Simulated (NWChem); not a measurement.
The numbers come from NWChem runs, not from measurements. System: diphosphorus (P$_{2}$), charge 0, spin multiplicity 1, at a geometry optimised with PBE0/def2-SVP. Level: RHF/def2-SVP.

Input file:

```
start mol
memory heap 200 mb stack 900 mb global 1100 mb
geometry units angstroms nocenter noautoz
  P      0.000000     0.000000     0.945544
  P      0.000000     0.000000    -0.945544
  symmetry group D2h
end
basis spherical
  * library def2-svp
end
scf
  rhf
  nopen 0
  maxiter 100
  thresh 1e-7
  semidirect memsize 60000000 filesize 0
end
task scf energy
```

Part of the output:

```
             Northwest Computational Chemistry Package (NWChem) 7.3.0
             --------------------------------------------------------

                                NWChem Input Module
                                -------------------

 Scaling coordinates for geometry "geometry" by  1.889725989
 (inverse scale =  0.529177249)

 Turning off AUTOSYM since
 SYMMETRY directive was detected!

                             Geometry "geometry" -> ""
                             -------------------------

 Output coordinates in angstroms (scale by  1.889725989 to convert to a.u.)

  No.       Tag          Charge          X              Y              Z
 ---- ---------------- ---------- -------------- -------------- --------------
    1 P                   15.0000     0.00000000     0.00000000     0.94554400
    2 P                   15.0000     0.00000000     0.00000000    -0.94554400

 Effective nuclear repulsion energy (a.u.)      62.9610473045

            Nuclear Dipole moment (a.u.)
            ----------------------------
        X                 Y               Z
 ---------------- ---------------- ----------------
     0.0000000000     0.0000000000     0.0000000000

      Symmetry information
      --------------------

 Group name             D2h
 Group number             26
 Group order               8
 No. of unique centers     1

      Symmetry unique atoms

     1


 Summary of "ao basis" -> "" (spherical)
 ------------------------------------------------------------------------------
       Tag                 Description            Shells   Functions and Types
 ---------------- ------------------------------  ------  ---------------------
 *                          def2-svp                  on all atoms

 Summary of "ao basis" -> "ao basis" (spherical)
 ------------------------------------------------------------------------------
       Tag                 Description            Shells   Functions and Types
 ---------------- ------------------------------  ------  ---------------------
 P                          def2-svp                 8       18   4s3p1d
[...]
    11      0.404965  1 P  px                29      0.404965  2 P  px
     8      0.282337  1 P  px                26      0.282337  2 P  px
     5     -0.162666  1 P  px                23     -0.162666  2 P  px

 Vector   15  Occ=2.000000D+00  E=-3.700199D-01  Symmetry=b2u
              MO Center=  6.2D-31, -1.9D-17,  1.5D-17, r^2= 2.3D+00
   Bfn.  Coefficient  Atom+Function         Bfn.  Coefficient  Atom+Function
  ----- ------------  ---------------      ----- ------------  ---------------
    12      0.404965  1 P  py                30      0.404965  2 P  py
     9      0.282337  1 P  py                27      0.282337  2 P  py
     6     -0.162666  1 P  py                24     -0.162666  2 P  py

 Vector   16  Occ=0.000000D+00  E= 3.240293D-02  Symmetry=b2g
              MO Center=  1.7D-18,  5.2D-31, -2.4D-17, r^2= 3.3D+00
   Bfn.  Coefficient  Atom+Function         Bfn.  Coefficient  Atom+Function
  ----- ------------  ---------------      ----- ------------  ---------------
    11      0.682408  1 P  px                29     -0.682408  2 P  px
     8      0.261866  1 P  px                26     -0.261866  2 P  px
     5     -0.159644  1 P  px                23      0.159644  2 P  px

 Vector   17  Occ=0.000000D+00  E= 3.240293D-02  Symmetry=b3g
              MO Center=  6.3D-39,  4.4D-18,  4.6D-17, r^2= 3.3D+00
   Bfn.  Coefficient  Atom+Function         Bfn.  Coefficient  Atom+Function
  ----- ------------  ---------------      ----- ------------  ---------------
    12      0.682408  1 P  py                30     -0.682408  2 P  py
     9      0.261866  1 P  py                27     -0.261866  2 P  py
     6     -0.159644  1 P  py                24      0.159644  2 P  py

 Vector   18  Occ=0.000000D+00  E= 2.543827D-01  Symmetry=b1u
              MO Center= -3.7D-20,  7.4D-19, -4.9D-16, r^2= 3.9D+00
   Bfn.  Coefficient  Atom+Function         Bfn.  Coefficient  Atom+Function
  ----- ------------  ---------------      ----- ------------  ---------------
    13      1.513900  1 P  pz                31      1.513900  2 P  pz
     4     -1.297728  1 P  s                 22      1.297728  2 P  s
     3     -0.378319  1 P  s                 21      0.378319  2 P  s
     2     -0.203093  1 P  s                 20      0.203093  2 P  s
    10      0.151506  1 P  pz                28      0.151506  2 P  pz

 center of mass
 --------------
 x =   0.00000000 y =   0.00000000 z =   0.00000000

 moments of inertia (a.u.)
 ------------------
         197.781234074097           0.000000000000           0.000000000000
           0.000000000000         197.781234074097           0.000000000000
           0.000000000000           0.000000000000           0.000000000000

  Mulliken analysis of the total density
  --------------------------------------

    Atom       Charge   Shell Charges
 -----------   ------   -------------------------------------------------------
    1 P   15    15.00   2.00  1.99  1.23  0.61  5.94  1.29  1.85  0.09
    2 P   15    15.00   2.00  1.99  1.23  0.61  5.94  1.29  1.85  0.09

       Multipole analysis of the density wrt the origin
       ------------------------------------------------

     L   x y z        total         open         nuclear
     -   - - -        -----         ----         -------
     0   0 0 0     -0.000000      0.000000     30.000000

     1   1 0 0      0.000000      0.000000      0.000000
     1   0 1 0      0.000000      0.000000      0.000000
     1   0 0 1     -0.000000      0.000000      0.000000

     2   2 0 0    -19.345970      0.000000      0.000000
     2   1 1 0     -0.000000      0.000000      0.000000
     2   1 0 1      0.000000      0.000000      0.000000
     2   0 2 0    -19.345970      0.000000      0.000000
     2   0 1 1     -0.000000      0.000000      0.000000
     2   0 0 2    -19.693302      0.000000     95.781672

 Task  times  cpu:        0.2s     wall:        0.2s

 Total times  cpu:        0.2s     wall:        0.2s
```
